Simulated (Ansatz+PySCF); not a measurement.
The numbers below are computed, except where a source is named.
## PySCF 2.14.0 run

```python
from pyscf import gto, scf, cc

mol = gto.M(atom="""
C 0.000000 0.000000 0.000000
H 1.335210 0.000000 0.000000
H -1.335210 0.000000 0.000000
""", basis='6-31g', charge=0, spin=2)
mf = scf.UHF(mol)
mf.kernel()
mycc = cc.CCSD(mf, frozen=1).run()
et = mycc.ccsd_t()
print(mf.e_tot, mycc.e_corr, et, mycc.e_tot + et)
```

The script is written out from the run's settings.

Results

| Quantity | Value |
| --- | --- |
| Converged | yes |
| Reference energy | -38.83311 hartree |
| CCSD correlation energy | -0.08044 hartree |
| Triples correction | -0.00104 hartree |
| Total energy | -38.91460 hartree |
| Spin squared of the determinant | 2.111 |

Caution: the unrestricted determinant is spin contaminated.
